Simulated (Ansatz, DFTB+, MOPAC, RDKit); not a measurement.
System: trans-1,3-butadiene, C$_{4}$H$_{6}$, charge 0, multiplicity 1. SMILES: C=CC=C

Atoms: C1, C2, C3, C4, H5, H6, H7, H8, H9, H10. Bonds: C1-C2, C1-H5, C1-H6, C2-C3, C2-H7, C3-C4, C3-H8, C4-H9, C4-H10.

Bond lengths (Å) and angles (degrees) optimised at UFF with RDKit; PM6 with MOPAC; MNDO with MOPAC; SCC-DFTB with DFTB+; HF/STO-3G with Ansatz (a quantum-chemistry and plane-wave program); B3LYP/LANL2DZ with Ansatz, each started from the B3LYP-D3(BJ)/def2-TZVP structure (Ansatz) of the last column. A row stands for all coordinates that are equal there; 8 of 11 kinds are shown. No wavenumbers were computed at UFF, MNDO, SCC-DFTB, HF/STO-3G, B3LYP/LANL2DZ, so these may be saddle points.

```
coordinate    UFF    PM6   MNDO  SCC-DFTB  HF/STO-3G  B3LYP/LANL2DZ  B3LYP-D3(BJ)/def2-TZVP
----------  -----  -----  -----  --------  ---------  -------------  ----------------------
C1-C2       1.330  1.335  1.344     1.341      1.313          1.356                   1.334
C1-H5       1.082  1.081  1.089     1.093      1.081          1.087                   1.082
C1-H6       1.083  1.081  1.089     1.094      1.082          1.089                   1.084
C2-C3       1.471  1.469  1.465     1.455      1.489          1.468                   1.452
C2-H7       1.084  1.094  1.096     1.102      1.084          1.092                   1.087
C1-C2-C3    121.1  123.1  125.7     123.0      124.0          124.2                   124.2
C2-C1-H5    120.0  123.1  122.2     121.5      122.0          121.8                   121.7
C2-C1-H6    121.2  123.9  124.4     121.4      122.0          121.5                   121.3
```

Mean signed difference of all 9 bond lengths from B3LYP-D3(BJ)/def2-TZVP: UFF 0.001 Å, PM6 0.003 Å, MNDO 0.009 Å, SCC-DFTB 0.010 Å, HF/STO-3G -0.001 Å, B3LYP/LANL2DZ 0.010 Å.
